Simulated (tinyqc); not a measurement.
Inside a calculation. Method: UHF in the sto-3g basis, for BH, spin multiplicity 3. This run ends on a higher stationary point, not on the lowest solution. One step of it, computed by the program tinyqc.

Task: Iteration 2: building the Fock matrix. J_ij = sum D_kl (ij|kl) with D = D(alpha) + D(beta), K_ij = sum D_kl (ik|jl) for each spin; F = H + J - K(s); E = tr D H + tr D J / 2 - 0.5 sum_s tr D(s) K(s) + E_nn.

D(alpha) after iteration 1:
```
            1B 1s      1B 2s    1B 2px    1B 2py     1B 2pz      2H 1s
1B 1s    0.999499  -0.026734  0.000000  0.000000  -0.058584  -0.099156
1B 2s   -0.026734   0.198704  0.000000  0.000000   0.169025   0.287492
1B 2px   0.000000   0.000000  1.000000  0.000000   0.000000   0.000000
1B 2py   0.000000   0.000000  0.000000  1.000000   0.000000   0.000000
1B 2pz  -0.058584   0.169025  0.000000  0.000000   0.145069   0.246728
2H 1s   -0.099156   0.287492  0.000000  0.000000   0.246728   0.419626
```

D(beta) after iteration 1:
```
            1B 1s     1B 2s    1B 2px    1B 2py     1B 2pz      2H 1s
1B 1s    0.992205  0.003170  0.000000  0.000000  -0.038921  -0.074477
1B 2s    0.003170  0.079575  0.000000  0.000000   0.104593   0.208395
1B 2px   0.000000  0.000000  0.000000  0.000000   0.000000   0.000000
1B 2py   0.000000  0.000000  0.000000  0.000000   0.000000   0.000000
1B 2pz  -0.038921  0.104593  0.000000  0.000000   0.139347   0.277507
2H 1s   -0.074477  0.208395  0.000000  0.000000   0.277507   0.552658
```

core Hamiltonian H = T + V (hartree):
```
             1B 1s      1B 2s     1B 2px     1B 2py     1B 2pz      2H 1s
1B 1s   -12.613288  -3.266028   0.000000   0.000000  -0.008023  -0.205280
1B 2s    -3.266028  -3.703959   0.000000   0.000000  -0.080719  -0.659741
1B 2px    0.000000   0.000000  -2.893135   0.000000   0.000000   0.000000
1B 2py    0.000000   0.000000   0.000000  -2.893135   0.000000   0.000000
1B 2pz   -0.008023  -0.080719   0.000000   0.000000  -2.940317  -0.717121
2H 1s    -0.205280  -0.659741   0.000000   0.000000  -0.717121  -1.926162
```

Two-electron integrals (ij|kl) in chemists' order, unique and non-zero (hartree):
```
(11|11) 2.923513   (21|11) 0.518376   (21|21) 0.109262   (22|11) 0.744229
(22|21) 0.193177   (22|22) 0.544804   (31|31) 0.020264   (32|31) 0.029996
(32|32) 0.120346   (33|11) 0.742491   (33|21) 0.193240   (33|22) 0.544682
(33|33) 0.586773   (41|41) 0.020264   (42|41) 0.029996   (42|42) 0.120346
(43|43) 0.031630   (44|11) 0.742491   (44|21) 0.193240   (44|22) 0.544682
(44|33) 0.523513   (44|44) 0.586773   (51|51) 0.020264   (52|51) 0.029996
(52|52) 0.120346   (53|53) 0.031630   (54|54) 0.031630   (55|11) 0.742491
(55|21) 0.193240   (55|22) 0.544682   (55|33) 0.523513   (55|44) 0.523513
(55|55) 0.586773   (61|11) 0.031950   (61|21) 0.006713   (61|22) 0.011920
(61|33) 0.011874   (61|44) 0.011874   (61|51) 0.000479   (61|52) 0.000889
(61|55) 0.012020   (61|61) 0.000425   (62|11) 0.104637   (62|21) 0.027741
(62|22) 0.090066   (62|33) 0.087322   (62|44) 0.087322   (62|51) 0.002983
(62|52) 0.020596   (62|55) 0.095456   (62|61) 0.001818   (62|62) 0.024380
(63|31) 0.002322   (63|32) 0.011823   (63|53) 0.003537   (63|63) 0.002145
(64|41) 0.002322   (64|42) 0.011823   (64|54) 0.003537   (64|64) 0.002145
(65|11) 0.112165   (65|21) 0.030051   (65|22) 0.102506   (65|33) 0.097507
(65|44) 0.097507   (65|51) 0.004894   (65|52) 0.032006   (65|55) 0.112383
(65|61) 0.002029   (65|62) 0.031987   (65|65) 0.043259   (66|11) 0.291874
(66|21) 0.078578   (66|22) 0.288415   (66|33) 0.274829   (66|44) 0.274829
(66|51) 0.007916   (66|52) 0.075968   (66|55) 0.315177   (66|61) 0.005154
(66|62) 0.111441   (66|65) 0.157010   (66|66) 0.774606
```

nuclear repulsion = 1.46100831 hartree

Give: Coulomb J; exchange K(alpha); exchange K(beta); F(alpha); F(beta); total energy of this density.

Result:

Coulomb J (hartree):
```
         1B 1s   1B 2s  1B 2px  1B 2py  1B 2pz   2H 1s
1B 1s   8.1957  1.6556  0.0000  0.0000  0.0281  0.1030
1B 2s   1.6556  3.3421  0.0000  0.0000  0.1875  0.6101
1B 2px  0.0000  0.0000  3.3324  0.0000  0.0000  0.0000
1B 2py  0.0000  0.0000  0.0000  3.3324  0.0000  0.0000
1B 2pz  0.0281  0.1875  0.0000  0.0000  3.3500  0.7231
2H 1s   0.1030  0.6101  0.0000  0.0000  0.7231  2.3637
```

exchange K(alpha) (hartree):
```
          1B 1s   1B 2s  1B 2px  1B 2py   1B 2pz   2H 1s
1B 1s    2.9574  0.6001  0.0000  0.0000  -0.0042  0.0376
1B 2s    0.6001  0.5320  0.0000  0.0000   0.1763  0.2262
1B 2px   0.0000  0.0000  0.6745  0.0000   0.0000  0.0000
1B 2py   0.0000  0.0000  0.0000  0.6745   0.0000  0.0000
1B 2pz  -0.0042  0.1763  0.0000  0.0000   0.2820  0.2328
2H 1s    0.0376  0.2262  0.0000  0.0000   0.2328  0.4919
```

exchange K(beta) (hartree):
```
          1B 1s   1B 2s  1B 2px  1B 2py   1B 2pz   2H 1s
1B 1s    2.9141  0.5386  0.0000  0.0000  -0.0025  0.0346
1B 2s    0.5386  0.2281  0.0000  0.0000   0.1371  0.1808
1B 2px   0.0000  0.0000  0.0420  0.0000   0.0000  0.0000
1B 2py   0.0000  0.0000  0.0000  0.0420   0.0000  0.0000
1B 2pz  -0.0025  0.1371  0.0000  0.0000   0.2105  0.2385
2H 1s    0.0346  0.1808  0.0000  0.0000   0.2385  0.5758
```

F(alpha) (hartree):
```
          1B 1s    1B 2s   1B 2px   1B 2py   1B 2pz    2H 1s
1B 1s   -7.3751  -2.2105   0.0000   0.0000   0.0243  -0.1398
1B 2s   -2.2105  -0.8938   0.0000   0.0000  -0.0695  -0.2758
1B 2px   0.0000   0.0000  -0.2353   0.0000   0.0000   0.0000
1B 2py   0.0000   0.0000   0.0000  -0.2353   0.0000   0.0000
1B 2pz   0.0243  -0.0695   0.0000   0.0000   0.1277  -0.2268
2H 1s   -0.1398  -0.2758   0.0000   0.0000  -0.2268  -0.0543
```

F(beta) (hartree):
```
          1B 1s    1B 2s  1B 2px  1B 2py   1B 2pz    2H 1s
1B 1s   -7.3317  -2.1491  0.0000  0.0000   0.0225  -0.1369
1B 2s   -2.1491  -0.5899  0.0000  0.0000  -0.0303  -0.2305
1B 2px   0.0000   0.0000  0.3973  0.0000   0.0000   0.0000
1B 2py   0.0000   0.0000  0.0000  0.3973   0.0000   0.0000
1B 2pz   0.0225  -0.0303  0.0000  0.0000   0.1991  -0.2325
2H 1s   -0.1369  -0.2305  0.0000  0.0000  -0.2325  -0.1383
```

total energy of this density = -24.360444 hartree
